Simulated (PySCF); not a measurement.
C3H11P3.
Z-matrix (Å and degrees, PBE0-D3(BJ)/def2-SVP geometry), rows numbered from 1:
```
C 
P   1  1.8472
C   2  1.8555  1  100.52
P   3  1.8628  2  116.51  1    73.13
C   2  1.8628  1   99.23  3  -100.64
P   5  1.8681  2  111.67  1   -71.86
H   1  1.0994  2  109.93  3   -76.32
H   1  1.1007  2  108.70  3   165.94
H   1  1.1027  2  112.50  3    45.57
H   3  1.1029  2  107.65  1  -167.72
H   3  1.1047  2  111.65  1   -51.12
H   4  1.4297  3   97.78  2   -56.15
H   4  1.4313  3   97.16  2    37.96
H   5  1.1011  2  107.66  1   165.62
H   5  1.1043  2  110.36  1    47.96
H   6  1.4294  5   97.31  2  -164.08
H   6  1.4288  5   97.02  2   -69.57
```

All values: B3LYP/def2-SVPD (PySCF, non-relativistic), on one gas-phase PBE0-D3(BJ)/def2-SVP geometry that isn't relaxed in the solvent. The solvent is an IEF-PCM continuum (Bondi radii, 1.10 Å for H, scaled by 1.2), and excitations are vertical TDDFT with non-equilibrium linear response and a frozen core. Only the electrostatic response of the medium enters.

Gas-phase singlets (H = HOMO, L = LUMO):

```
state  E (eV)  λ (nm)      f  leading configurations
   S1   5.681     218  0.009                 H→L 98%
   S2   5.737     216  0.062               H→L+1 94%
   S3   5.979     207  0.029               H→L+2 94%
   S4   6.132     202  0.026  H-1→L+1 46%, H-1→L 36%
   S5   6.196     200  0.062  H-2→L+1 36%, H-2→L 28%
```

Problem. Give the list for benzene (ε = 2.271), n² = 2.25.

Solution. 
```csv
state,E (eV),λ (nm),f,leading configurations,change by rank (eV)
S1,5.721,217,0.102,"H→L 77%, H→L+1 20%",+0.040
S2,5.749,216,0.016,"H→L+1 79%, H→L 20%",+0.012
S3,5.996,207,0.050,H→L+2 96%,+0.017
S4,6.139,202,0.046,H-1→L 84%,+0.007
S5,6.205,200,0.108,"H-2→L+1 68%, H-1→L+1 22%",+0.009
```

Problem. The ground-state energy changes by -0.080 eV from gas to benzene. By how much does the total energy of gas-phase S1 change?

Solution. E(S1) = E(S0) + excitation energy, so it changes by -0.080 + 0.068 = -0.012 eV: it is lowered less than the ground state, which is what a blue shift means. This is the vertical state, with the slow part of the continuum still set for S0.

Problem. How do the frontier levels move from gas to benzene?

Solution. 
```json
{"orbital": "LUMO+2", "gas (eV)": "0.26", "solvent (eV)": "0.38", "change (eV)": "+0.12", "Löwdin shares, gas": "P6 16 %, P4 15 %, P2 11 %, C1 10 %", "Löwdin shares, solvent": "P4 17 %, P6 15 %, P2 11 %, C1 10 %"}
{"orbital": "LUMO+1", "gas (eV)": "0.00", "solvent (eV)": "0.12", "change (eV)": "+0.12", "Löwdin shares, gas": "P4 17 %, P6 16 %, P2 16 %, H16 9 %", "Löwdin shares, solvent": "P6 26 %, C5 13 %, H16 11 %, P2 8 %"}
{"orbital": "LUMO", "gas (eV)": "-0.03", "solvent (eV)": "0.11", "change (eV)": "+0.14", "Löwdin shares, gas": "P6 17 %, P4 12 %, C5 11 %, C3 8 %", "Löwdin shares, solvent": "P4 26 %, P2 14 %, C3 12 %, P6 10 %"}
{"orbital": "HOMO", "gas (eV)": "-6.52", "solvent (eV)": "-6.45", "change (eV)": "+0.07", "Löwdin shares, gas": "P2 59 %, C3 10 %, C5 10 %, C1 10 %", "Löwdin shares, solvent": "P2 59 %, C3 10 %, C1 10 %, C5 10 %"}
{"orbital": "HOMO-1", "gas (eV)": "-6.99", "solvent (eV)": "-6.92", "change (eV)": "+0.07", "Löwdin shares, gas": "P4 52 %, C3 11 %, P6 8 %, H12 6 %", "Löwdin shares, solvent": "P4 52 %, C3 11 %, P6 9 %, H12 6 %"}
{"orbital": "HOMO-2", "gas (eV)": "-7.13", "solvent (eV)": "-7.06", "change (eV)": "+0.07", "Löwdin shares, gas": "P6 57 %, C5 11 %, H16 8 %, P4 7 %", "Löwdin shares, solvent": "P6 56 %, C5 11 %, H16 8 %, P4 8 %"}
{"orbital": "HOMO-3", "gas (eV)": "-8.96", "solvent (eV)": "-8.82", "change (eV)": "+0.14", "Löwdin shares, gas": "C5 21 %, P2 16 %, C1 15 %, C3 10 %", "Löwdin shares, solvent": "C5 20 %, P2 16 %, C1 15 %, C3 10 %"}
```

The HOMO–LUMO gap goes from 6.48 to 6.56 eV. Rows go by rank; for LUMO, LUMO+1 and LUMO+2 the atom shares or the degeneracy differ between the runs, so the row needn't follow one orbital.

On Arm Neoverse V1, one thread, shared host with 64 logical CPUs at a one-minute load of 26, this took 35 s of wall time and 1.0 GiB of memory at its peak. This is the whole response run at B3LYP/def2-SVPD in benzene, SCF included.
